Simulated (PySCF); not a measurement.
## [SiO2]- at several levels of theory

All levels use the PBE0 minimum (doublet; Si–O 1.551 Å (×2); O–Si–O 138.7°), basis [Si def2-TZVPD, O def2-TZVPD], no relativity, density fitting, no spin–orbit coupling, PySCF. For vertical energies the ionised species is a singlet (spins chosen at PBE0 and kept). Open shells are unrestricted, also as the reference of the correlated levels. Dipoles are about the centre of mass. A dash marks a value that was not computed or is not defined at that level.

```xyz
3
charge -1 multiplicity 2, angstrom
Si    0.0000    0.0000   -0.2922
O     1.4515    0.0000    0.2555
O    -1.4515    0.0000    0.2555
```

```csv
level,vertical detachment energy (eV),−ε(HOMO) (eV),dipole (D)
PBE0,2.90,0.66,0.86
HF,2.83,3.75,1.30
MP2,?,–,–
PBE,?,?,?
r2SCAN,2.84,-0.21,0.72
B3LYP,2.89,0.44,0.89
TPSSh,2.79,0.05,0.77
PBEsol,2.65,-0.52,0.68
HSE06,2.90,0.27,0.86
```

(1) Fill in the row of PBE.

(2) Fill in the row of MP2.

## Answers

(1) vertical detachment energy (eV) 2.68, −ε(HOMO) (eV) -0.48, dipole (D) 0.69.

(2) vertical detachment energy (eV) 2.51.

The highest occupied level lies above zero at PBE, r2SCAN, PBEsol, a mark of self-interaction error.

The lowest empty level of this anion is unbound, so it and the gap depend on the basis.
